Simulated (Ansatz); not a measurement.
A run of Ansatz (development build ahead of 0.2.0) on singlet LiN at this shape:

```yaml
atoms:
  - { symbol: N, position_ang: [0.0000, 0.0000, 0.0000] }
  - { symbol: Li, position_ang: [0.0000, 0.0000, 4.3780] }
```

Its results:

* Converged: yes
* Total energy: -61.77177 hartree
* Spin squared of the determinant: 2.008
* Stability test: minimum

**Question.** Which input gives this output? Name the method, the orbitals and the basis set, and write the input.

**Answer.** UHF in pcseg-2.

```yaml
crystal:
  periodic: [false, false, false]
  atoms:
    - { symbol: "N", position_ang: [0.0, 0.0, 0.0] }
    - { symbol: Li, position_ang: [0.0, 0.0, 4.378] }
basis:
  gaussian: { orbitals: pcseg-2 }
magnetization:
  spin_polarized: true
hamiltonian:
  xc: hf
```

Caution: another spin multiplicity may lie lower; the unrestricted determinant is a mixture of spin states.
